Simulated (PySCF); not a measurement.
Compound: formyl fluoride, CHFO.
Bonds: O1–C2 (double), C2–F3. Hydrogens: H4 on C2.

All values: wB97X-D/pcSseg-2 (PySCF, non-relativistic), on one gas-phase PBE0-D3(BJ)/def2-TZVP geometry that isn't relaxed in the solvent. The solvent is an IEF-PCM continuum (Bondi radii, 1.10 Å for H, scaled by 1.2). Specific hydrogen bonds and non-electrostatic terms are outside this model.

Gas phase at wB97X-D/pcSseg-2: HOMO -11.50 eV, LUMO 0.99 eV, dipole 2.17 D.

Problem. What does the continuum do to the energy, the frontier levels and the dipole at wB97X-D/pcSseg-2 in chloroform?

Solution. 
| solvent | ε | E(solvent) − E(gas) (kcal/mol) | polarisation term (kcal/mol) | distortion of the solute (kcal/mol) | HOMO (eV) | LUMO (eV) | dipole (D) |
| --- | --- | --- | --- | --- | --- | --- | --- |
| chloroform | 4.711 | -3.05 | -3.45 | 0.40 | -11.45 | 1.16 | 2.53 |

The polarisation term is half the interaction of the solute with the surface charges that it induces; the rest is the cost of distorting the solute's density. The sum is the electrostatic part of solvation alone.

Problem. Which radius a makes the point-dipole formula ΔE = −[(ε − 1)/(2ε + 1)]·μ²/a³ give the value in chloroform, with the gas-phase dipole?

Solution. μ = 0.854 au and |ΔE| = 0.00486 Eh give a = 1.99 Å; the farthest nucleus lies 1.25 Å from the centroid of the nuclei. The formula assumes a rigid point dipole at the centre of a sphere.

On an Arm Neoverse N1 with one thread, shared host with 64 logical CPUs at a one-minute load of 52, this took 5.9 s wall and 0.43 GiB of memory at its peak. This is the whole shielding run at wB97X-D/pcSseg-2 in chloroform, SCF included.

The pairwise dispersion term of wB97X-D wasn't added to the energies; at a given geometry it leaves orbitals and properties as they are.
